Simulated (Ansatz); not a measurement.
Geometry optimisation, UKS B3LYP/def2-SVP in Ansatz.

The input (input.yaml):

```yaml
crystal:
  periodic: [false, false, false]
  atoms:
    - { symbol: Si, position_ang: [0.05493, 0.075835, -0.329687] }
    - { symbol: F, position_ang: [0.000473, 0.015671, 2.466095] }
    - { symbol: H, position_ang: [1.424169, 0.002406, -0.928495] }
    - { symbol: H, position_ang: [-0.699679, 1.23771, -0.892804] }
    - { symbol: H, position_ang: [-0.689604, -1.194706, -0.59942] }
    - { symbol: O, position_ang: [-0.053557, -0.053056, 3.81172] }
    - { symbol: H, position_ang: [-0.549733, -0.884961, 3.931091] }
magnetization:
  spin_polarized: true
  initial_magnetization: 1
basis:
  gaussian: { orbitals: def2-SVP }
hamiltonian:
  xc: b3lyp
relax:
  f_tol: 0.03
  max_steps: 50
```

Run as:

```bash
$ ansatz run input.yaml --threads 2 --pin off --max-ram 3072MiB --backend cpu --events-out ev --progress --plain --runs-dir out
```

**Question.** Where does it end, and by what steps?

**Answer.** The run converged. The force dipped under the threshold on the way, but the program's further checks kept it going. After 32 steps the energy has fallen by 4.413 eV; F2 moved furthest, 1.77 Å. Parted: F2–O6 (1.35 → 2.76 Å). Joined: Si1–F2 (2.80 → 1.65 Å).

```json
{"step": "0", "energy less start (eV)": "0.0000", "largest force component (eV/Å)": "3.462", "accepted": "yes"}
{"step": "2", "energy less start (eV)": "-0.1669", "largest force component (eV/Å)": "0.259", "accepted": "yes"}
{"step": "4", "energy less start (eV)": "-0.1723", "largest force component (eV/Å)": "0.022", "accepted": "yes"}
{"step": "6", "energy less start (eV)": "-0.2021", "largest force component (eV/Å)": "0.916", "accepted": "yes"}
{"step": "8", "energy less start (eV)": "-1.8005", "largest force component (eV/Å)": "7.738", "accepted": "yes"}
{"step": "10", "energy less start (eV)": "-3.7172", "largest force component (eV/Å)": "6.532", "accepted": "yes"}
{"step": "12", "energy less start (eV)": "-4.1772", "largest force component (eV/Å)": "1.018", "accepted": "yes"}
{"step": "14", "energy less start (eV)": "-4.2560", "largest force component (eV/Å)": "0.548", "accepted": "yes"}
{"step": "16", "energy less start (eV)": "-4.2774", "largest force component (eV/Å)": "0.543", "accepted": "yes"}
{"step": "18", "energy less start (eV)": "-4.3204", "largest force component (eV/Å)": "0.355", "accepted": "yes"}
{"step": "20", "energy less start (eV)": "-4.3425", "largest force component (eV/Å)": "0.052", "accepted": "yes"}
{"step": "22", "energy less start (eV)": "-4.3456", "largest force component (eV/Å)": "0.192", "accepted": "yes"}
{"step": "24", "energy less start (eV)": "-4.3593", "largest force component (eV/Å)": "0.330", "accepted": "yes"}
{"step": "26", "energy less start (eV)": "-4.3847", "largest force component (eV/Å)": "0.771", "accepted": "yes"}
{"step": "28", "energy less start (eV)": "-4.4079", "largest force component (eV/Å)": "0.141", "accepted": "yes"}
{"step": "30", "energy less start (eV)": "-4.4131", "largest force component (eV/Å)": "0.037", "accepted": "yes"}
{"step": "32", "energy less start (eV)": "-4.4134", "largest force component (eV/Å)": "0.005", "accepted": "yes"}
```

```xyz
7
Properties=species:S:1:pos:R:3
Si -0.103 -0.173 0.202
F -0.523 -1.261 1.364
H 1.343 0.130 0.335
H -0.949 1.036 0.354
H -0.374 -0.832 -1.103
O 0.222 0.596 3.260
H -0.129 -0.297 3.044
```

Whether the end is a true minimum wasn't checked by a vibrational analysis.

The run took 120 s on 2 threads of Arm Neoverse V1, on a shared host, peak memory 0.16 GiB.
